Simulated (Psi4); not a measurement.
Reaction (SMILES): Cl[C]Cl (closed-shell singlet) + 3 [H][H] (H2) → C (CH4) + 2 Cl (HCl)
B3LYP-D3(BJ)/def2-TZVP geometries, fixed; electronic energies without zero-point terms.

Basis-set convergence of the energy of full hydrogenation at PBE0 with Psi4. Cartesian d functions, on some or all atoms, in 6-31G*, 6-31+G*; all else is spherical. Density fitting with the program's default auxiliary sets. Psi4's default fitting sets serve the pcseg sets less well. No added dispersion term, no relativity. Functions are those of the species that has most. Reference: the value in aug-cc-pV(Q+d)Z, -134.25 kcal/mol, itself unsure by roughly 0.04 kcal/mol (its mean distance from def2-QZVPPD, def2-QZVPP, cc-pV(Q+d)Z). Deviations are taken from unrounded values.

```json
[
 {"basis": "def2-SVP", "functions": "50", "energy of full hydrogenation (kcal/mol)": "-139.67"},
 {"basis": "def2-SVPD", "functions": "74", "energy of full hydrogenation (kcal/mol)": "-144.78"},
 {"basis": "pcseg-1", "functions": "50", "energy of full hydrogenation (kcal/mol)": "-140.15"},
 {"basis": "aug-pcseg-1", "functions": "77", "energy of full hydrogenation (kcal/mol)": "-137.74"},
 {"basis": "6-31G*", "functions": "53", "energy of full hydrogenation (kcal/mol)": "-132.76"},
 {"basis": "6-31+G*", "functions": "65", "energy of full hydrogenation (kcal/mol)": "-132.75"},
 {"basis": "cc-pV(D+d)Z", "functions": "60", "energy of full hydrogenation (kcal/mol)": "-135.82"},
 {"basis": "aug-cc-pV(D+d)Z", "functions": "87", "energy of full hydrogenation (kcal/mol)": "-136.76"},
 {"basis": "6-311G**", "functions": "70", "energy of full hydrogenation (kcal/mol)": "-140.02"},
 {"basis": "6-311+G**", "functions": "82", "energy of full hydrogenation (kcal/mol)": "-137.23"},
 {"basis": "pcseg-2", "functions": "98", "energy of full hydrogenation (kcal/mol)": "-135.22"},
 {"basis": "aug-pcseg-2", "functions": "146", "energy of full hydrogenation (kcal/mol)": "-134.83"},
 {"basis": "def2-TZVP", "functions": "105", "energy of full hydrogenation (kcal/mol)": "-132.36"},
 {"basis": "def2-TZVPD", "functions": "129", "energy of full hydrogenation (kcal/mol)": "-133.44"},
 {"basis": "cc-pV(T+d)Z", "functions": "108", "energy of full hydrogenation (kcal/mol)": "-134.54"},
 {"basis": "aug-cc-pV(T+d)Z", "functions": "156", "energy of full hydrogenation (kcal/mol)": "-134.61"},
 {"basis": "def2-TZVPP", "functions": "115", "energy of full hydrogenation (kcal/mol)": "-133.97"},
 {"basis": "def2-TZVPPD", "functions": "139", "energy of full hydrogenation (kcal/mol)": "-134.68"},
 {"basis": "cc-pV(Q+d)Z", "functions": "183", "energy of full hydrogenation (kcal/mol)": "-134.28"},
 {"basis": "aug-cc-pV(Q+d)Z", "functions": "264", "energy of full hydrogenation (kcal/mol)": "-134.25"},
 {"basis": "pcseg-3", "functions": "192", "energy of full hydrogenation (kcal/mol)": "-134.38"},
 {"basis": "aug-pcseg-3", "functions": "281", "energy of full hydrogenation (kcal/mol)": "-134.30"},
 {"basis": "def2-QZVPP", "functions": "197", "energy of full hydrogenation (kcal/mol)": "-134.30"},
 {"basis": "def2-QZVPPD", "functions": "221", "energy of full hydrogenation (kcal/mol)": "-134.30"}
]
```

What the diffuse functions change, pair by pair:
- def2-SVP to def2-SVPD: 24 more functions, deviation -5.42 to -10.53 kcal/mol
- pcseg-1 to aug-pcseg-1: 27 more functions, deviation -5.90 to -3.49 kcal/mol
- 6-31G* to 6-31+G*: 12 more functions, deviation 1.49 to 1.50 kcal/mol
- cc-pV(D+d)Z to aug-cc-pV(D+d)Z: 27 more functions, deviation -1.57 to -2.51 kcal/mol
- 6-311G** to 6-311+G**: 12 more functions, deviation -5.77 to -2.98 kcal/mol
- pcseg-2 to aug-pcseg-2: 48 more functions, deviation -0.97 to -0.59 kcal/mol
- def2-TZVP to def2-TZVPD: 24 more functions, deviation 1.89 to 0.81 kcal/mol
- cc-pV(T+d)Z to aug-cc-pV(T+d)Z: 48 more functions, deviation -0.29 to -0.36 kcal/mol
- def2-TZVPP to def2-TZVPPD: 24 more functions, deviation 0.28 to -0.44 kcal/mol
- cc-pV(Q+d)Z to aug-cc-pV(Q+d)Z: 81 more functions, deviation -0.04 to 0.00 kcal/mol
- pcseg-3 to aug-pcseg-3: 89 more functions, deviation -0.13 to -0.05 kcal/mol
- def2-QZVPP to def2-QZVPPD: 24 more functions, deviation -0.05 to -0.05 kcal/mol

Leaving out the reference's own pair, they bring the value nearer the reference by more than 0.04 kcal/mol in 5 of 11 pairs.
